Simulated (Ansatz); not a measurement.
# BH5OSi: a ladder of functionals and wavefunction methods

Aim: compute BH5OSi with functionals from several rungs and with coupled cluster, and see how far each lands from CCSD(T) at the basis-set limit for the atomisation energy.

Method: functionals in def2-TZVPP, the program's frozen cores in correlated methods; program: Ansatz 0.2.0, Gaussian basis.

Levels to be run: LDA (SPW92), PBE-D4, revPBE-D4, BLYP-D4, r2SCAN-D4, B97M-V, PBE0-D4, B3LYP-D4, r2SCANh-D4, r2SCAN0-D4, HSE06-D4, BHLYP-D4, CAM-B3LYP-D4, LC-ωPBE, ωB97X-V, ωB97M-V, B2PLYP, PBE-QIDH; CCSD(T)/def2-SVP; CCSD(T)/def2-TZVPP; MP2/def2-QZVPP; extrapolation to the limit; RPA on PBE.

## (1) The geometry

All runs share one geometry, relaxed beforehand with PBE0-D4 in a triple-zeta def2 set.

SMILES `OB[SiH3]`, 8 atoms, charge 0, spin multiplicity 1.

Atoms are counted from 1 here; the program's logs count them from 0.

Bond lengths: O1–B2 1.350 Å, O1–H4 0.962 Å, B2–Si3 2.027 Å, B2–H5 1.206 Å, Si3–H6 1.492 Å, Si3–H7 1.492 Å, Si3–H8 1.488 Å. Angles: B2–O1–H4 113.7°, O1–B2–Si3 119.4°, O1–B2–H5 119.2°, Si3–B2–H5 121.4°, B2–Si3–H6 109.6°, B2–Si3–H7 109.6°, B2–Si3–H8 113.7°, H6–Si3–H7 106.9°, H6–Si3–H8 108.4°, H7–Si3–H8 108.4°.

## (2) LDA

This LDA is Slater exchange with PW92 correlation.

in.yaml reads:

```yaml
crystal:
  periodic: [false, false, false]
  atoms:
    - {symbol: O, position_ang: [-1.370828, 0.201299, -1.193391]}
    - {symbol: B, position_ang: [-0.317214, 0.639015, -0.470807]}
    - {symbol: Si, position_ang: [0.674406, -0.657886, 0.730444]}
    - {symbol: H, position_ang: [-1.778939, 0.884435, -1.733917]}
    - {symbol: H, position_ang: [0.014047, 1.795743, -0.555767]}
    - {symbol: H, position_ang: [0.641925, -0.162223, 2.137042]}
    - {symbol: H, position_ang: [2.108697, -0.718711, 0.324967]}
    - {symbol: H, position_ang: [0.120006, -2.038872, 0.705628]}
basis:
  gaussian: {orbitals: def2-TZVPP}
hamiltonian: {xc: lda}
output: {orbitals: {seedname: orbitals}}
```

Launch:

```sh
$ ansatz run in.yaml --threads 2 --pin off --events-out ev --progress --plain --max-ram 4352MiB
```

The runs that follow: PBE-D4 (GGA); revPBE-D4 (GGA); BLYP-D4 (GGA); r2SCAN-D4 (meta-GGA); B97M-V (meta-GGA); B3LYP-D4 (hybrid); r2SCANh-D4 (hybrid); r2SCAN0-D4 (hybrid); HSE06-D4 (hybrid); BHLYP-D4 (hybrid); CAM-B3LYP-D4 (range-separated); LC-ωPBE (range-separated); ωB97X-V (range-separated); ωB97M-V (range-separated); B2PLYP (double hybrid); PBE-QIDH (double hybrid); CCSD(T) in def2-SVP; CCSD(T) in def2-TZVPP; MP2 in def2-QZVPP; RPA on PBE orbitals.

**Question.** What will the summary of the whole plan be? Wanted: atomisation energy, CCSD(T)/CBS; farthest beyond LDA; mean size of error, GGA; mean size of error, meta-GGA; mean size of error, hybrid; mean size of error, range-separated; mean size of error, double hybrid; gap, smallest and largest; T1 diagnostic.

As calculated:

| quantity | value |
| --- | --- |
| atomisation energy, CCSD(T)/CBS | 27.768 eV |
| functionals within 0.139 eV (0.5 %) | PBE-D4, BLYP-D4, r2SCAN-D4, B97M-V, B3LYP-D4, r2SCANh-D4, ωB97M-V |
| farthest beyond LDA | BHLYP-D4 (-0.526 eV) |
| mean size of error, GGA | 0.215 eV |
| mean size of error, meta-GGA | 0.110 eV |
| mean size of error, hybrid | 0.224 eV |
| mean size of error, range-separated | 0.156 eV |
| mean size of error, double hybrid | 0.276 eV |
| gap, smallest and largest | 4.40 eV (LDA (SPW92)), 11.85 eV (LC-ωPBE) |
| T1 diagnostic | 0.0145 |
| triples share of the correlation energy | 3.3 % |

What this shows: LDA overbinds by 3.406 eV (12 %). PBE-D4 is off by +0.120 eV. Double hybrids carry the basis error of their MP2 part in triple zeta, and no dispersion term here, so their miss is partly the set-up's. By mean error the best rung here is meta-GGA (0.110 eV) and the worst beyond LDA is double hybrid (0.276 eV). The gap between the best rungs is small, so their order is not settled. Misses under about 0.139 eV are within the doubt on the reference itself, which lacks core-valence correlation, relativity and higher excitations. Hartree-Fock recovers 76 % of the binding; the rest is correlation. CCSD(T) in def2-SVP is off by -1.463 eV, worse than the median functional, from the basis alone. The gap grows from 4.4 to 11.8 eV across the functionals, mostly with the share of exact exchange.
